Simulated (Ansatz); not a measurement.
**2H WSe2**

Computed with r²SCAN-D4 (Ansatz, a first-principles code, plane waves, PAW).

Numerical settings: plane-wave cutoff 500 eV, 18×18×4 k mesh (along the axes of the cell as run), gaussian smearing 0.02 eV, no spin polarisation, scalar-relativistic PAW data made under PBE.

Cell (relaxed at this level):

```
WSe2
1.0
    3.30267     0.00000     0.00000
   -1.65133     2.86019     0.00000
    0.00000     0.00000    13.22339
W Se
2 4
Direct
  0.66667   0.33333   0.75000
  0.33333   0.66667   0.25000
  0.33333   0.66667   0.87580
  0.66667   0.33333   0.12420
  0.66667   0.33333   0.37580
  0.33333   0.66667   0.62420
```

```json
{
 "band_gap": "1.19 eV (on the SCF k mesh)"
}
```

Measured, for comparison: band gap 1.2 eV (room temperature, not corrected to a static lattice, bulk 2H; as tabulated in Bastos et al. (2019), arXiv:1903.08112).

Spin–orbit coupling is not included.

Computed values are for the static lattice.
